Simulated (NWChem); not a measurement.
Molecule: trifluoromethane (CHF3); SMILES C(F)(F)F

Program: NWChem. The level has its own optimisation; frequencies are unscaled.

Question: Estimate the computed values for Hartree-Fock/STO-3G. Quantities: r C–F (Å); r C–H (Å); highest harmonic frequency (cm⁻¹); lowest (cm⁻¹); zero-point energy (kcal/mol); dipole (D).

Answer: 
- r C–F (Å) = 1.371
- r C–H (Å) = 1.119
- highest harmonic frequency (cm⁻¹) = 3493
- lowest (cm⁻¹) = 488
- zero-point energy (kcal/mol) = 17.7
- dipole (D) = 1.13
